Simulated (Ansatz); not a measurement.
This Ansatz (a program for electronic structure) input (CCSD(T)/STO-3G) gives -530.47085 Eh with 21 basis functions. A basis named .json is the Basis Set Exchange file of that set (core-valence sets with the plain set on hydrogen).

Ansatz 0.2 input:
```yaml
crystal:
  periodic: [false, false, false]
  atoms:
    - {symbol: C, position_ang: [-0.11694774, 1.03088931, -0.00007554]}
    - {symbol: C, position_ang: [1.22198947, 1.09440150, 0.02281699]}
    - {symbol: Cl, position_ang: [-0.60067191, -0.88892025, -0.01186726]}
    - {symbol: H, position_ang: [1.92742678, 0.26300953, 0.03327278]}
    - {symbol: H, position_ang: [1.65374524, 2.09688986, 0.03202189]}
basis:
  gaussian:
    orbitals: STO-3G
total_charge: -1
magnetization: {spin_polarized: false}
correlation: {method: ccsd_t, electrons: outside_noble_gas}
```

Change:
```diff
- orbitals: STO-3G
+ orbitals: def2-QZVP.json
```

Q: What does the run give now?

A: -536.99959 Eh (CCSD(T)/def2-QZVP, 244 functions), a change of -6528.74 mEh.
